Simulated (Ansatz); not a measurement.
# C3H5NO: up Jacob's ladder to CCSD(T)

How much do the methods differ for C3H5NO? The plan is to run it at one geometry with functionals of several rungs and with coupled cluster, and see how far each lands from CCSD(T) at the basis-set limit for the atomisation energy.

Program: Ansatz 0.2.0, Gaussian basis. Level of theory: functionals in def2-TZVPP, the program's frozen cores in correlated methods. These are calculated values, not measurements.

Levels to be run: LDA (SPW92), PBE-D4, revPBE-D4, BLYP-D4, r2SCAN-D4, B97M-V, PBE0-D4, B3LYP-D4, r2SCANh-D4, r2SCAN0-D4, HSE06-D4, BHLYP-D4, CAM-B3LYP-D4, LC-ωPBE, ωB97X-V, ωB97M-V, B2PLYP, PBE-QIDH; CCSD(T)/def2-SVP; CCSD(T)/def2-TZVPP; MP2/def2-QZVPP; extrapolation to the limit; RPA on PBE.

### 1 The geometry

All runs share one geometry, relaxed beforehand with PBE0-D4 in a triple-zeta def2 set.

SMILES `NCC=C=O`, 10 atoms, charge 0, spin multiplicity 1.

Atoms are counted from 1 here; the program's logs count them from 0.

Bond lengths: N1–C2 1.458 Å, N1–H6 1.014 Å, N1–H7 1.013 Å, C2–C3 1.503 Å, C2–H8 1.093 Å, C2–H9 1.100 Å, C3–C4 1.309 Å, C3–H10 1.083 Å, C4–O5 1.158 Å. Angles: C2–N1–H6 110.2°, C2–N1–H7 110.3°, H6–N1–H7 107.2°, N1–C2–C3 111.8°, N1–C2–H8 107.9°, N1–C2–H9 113.7°, C3–C2–H8 109.6°, C3–C2–H9 107.3°, H8–C2–H9 106.4°, C2–C3–C4 122.2°, C2–C3–H10 121.2°, C4–C3–H10 116.6°, C3–C4–O5 178.8°.

### 2 LDA

This LDA is Slater exchange with PW92 correlation.

Contents of in.yaml:

```yaml
crystal:
  periodic: [false, false, false]
  atoms:
    - {symbol: N, position_ang: [-0.213877, 0.207279, 1.482892]}
    - {symbol: C, position_ang: [-0.228382, 0.608676, 0.081629]}
    - {symbol: C, position_ang: [0.538242, -0.352335, -0.782572]}
    - {symbol: C, position_ang: [-0.048165, -1.325997, -1.431808]}
    - {symbol: O, position_ang: [-0.578114, -2.170640, -2.020017]}
    - {symbol: H, position_ang: [-0.662265, 0.914070, 2.054969]}
    - {symbol: H, position_ang: [0.739895, 0.117094, 1.811974]}
    - {symbol: H, position_ang: [-1.270717, 0.644433, -0.246218]}
    - {symbol: H, position_ang: [0.188163, 1.611046, -0.095606]}
    - {symbol: H, position_ang: [1.618318, -0.304526, -0.852342]}
basis:
  gaussian: {orbitals: def2-TZVPP}
hamiltonian: {xc: lda}
output: {orbitals: {seedname: orbitals}}
```

Command:

```console
$ ansatz run in.yaml --threads 2 --pin off --events-out ev --progress --plain --max-ram 4352MiB
```

After this run come: PBE-D4 (GGA); revPBE-D4 (GGA); BLYP-D4 (GGA); r2SCAN-D4 (meta-GGA); B97M-V (meta-GGA); PBE0-D4 (hybrid); B3LYP-D4 (hybrid); r2SCANh-D4 (hybrid); r2SCAN0-D4 (hybrid); HSE06-D4 (hybrid); BHLYP-D4 (hybrid); CAM-B3LYP-D4 (range-separated); LC-ωPBE (range-separated); ωB97X-V (range-separated); ωB97M-V (range-separated); B2PLYP (double hybrid); PBE-QIDH (double hybrid); CCSD(T) in def2-SVP; CCSD(T) in def2-TZVPP; MP2 in def2-QZVPP; RPA on PBE orbitals.

**Question.** What will the summary of the whole plan be? Wanted: atomisation energy, CCSD(T)/CBS; farthest beyond LDA; mean size of error, GGA; mean size of error, meta-GGA; mean size of error, hybrid; mean size of error, range-separated; mean size of error, double hybrid; gap, smallest and largest; T1 diagnostic.

**Answer**, as computed:

| quantity | value |
| --- | --- |
| atomisation energy, CCSD(T)/CBS | 4139.8 kJ/mol |
| functionals within 20.7 kJ/mol (0.5 %) | r2SCANh-D4, ωB97X-V, B2PLYP, PBE-QIDH |
| farthest beyond LDA | PBE-D4 (+182.7 kJ/mol) |
| mean size of error, GGA | 101.0 kJ/mol |
| mean size of error, meta-GGA | 25.0 kJ/mol |
| mean size of error, hybrid | 62.7 kJ/mol |
| mean size of error, range-separated | 27.8 kJ/mol |
| mean size of error, double hybrid | 13.4 kJ/mol |
| gap, smallest and largest | 3.47 eV (LDA (SPW92)), 11.09 eV (LC-ωPBE) |
| T1 diagnostic | 0.0140 |
| triples share of the correlation energy | 4.3 % |

**Reading.** LDA overbinds by 723.5 kJ/mol (17 %). PBE-D4 misses by +182.7 kJ/mol. Double hybrids carry the basis error of their MP2 part in triple zeta, and no dispersion term here, so their miss is partly the set-up's. Taken by rung, double hybrid functionals do best (13.4 kJ/mol on average) and GGA ones worst beyond LDA (101.0 kJ/mol). Misses under about 20.7 kJ/mol are within the doubt on the reference itself, which lacks core-valence correlation, relativity and higher excitations. Hartree-Fock recovers 69 % of the binding; the rest is correlation. CCSD(T) in def2-SVP is off by -207.5 kJ/mol, which most functionals beat. The gap grows from 3.5 to 11.1 eV across the functionals, mostly with the share of exact exchange.
